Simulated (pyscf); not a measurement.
PySCF, gas phase, ωB97X-D3(BJ)/def2-SVP geometries.

**Question.** How much does it cost (ΔH, 298 K, ωB97M-D3(BJ)/def2-TZVP) to split `[CH2]=[CH][CH2][CH2][CH]=[NH]` at its C–C bond into •H₂C–CH₂–CH=CH₂ + •HC=NH?

**Answer.** C–C to •H₂C–CH₂–CH=CH₂ + •HC=NH: 87.7 kcal/mol. The 7 functionals that were run give +79.4 (r²SCAN) to +88.0 kcal/mol (M06-2X). The radicals are drawn with the spin at the cut bond; how far it spreads was not checked. •H₂C–CH₂–CH=CH₂ lies 18.1 kcal/mol over its isomer •H₂C–CH=CH–CH₃, and others may lie lower still (electronic energy, ωB97M-D3(BJ)). •HC=NH lies 8.1 kcal/mol over its isomer H₂C=N•, and others may lie lower still (electronic energy, ωB97M-D3(BJ)).
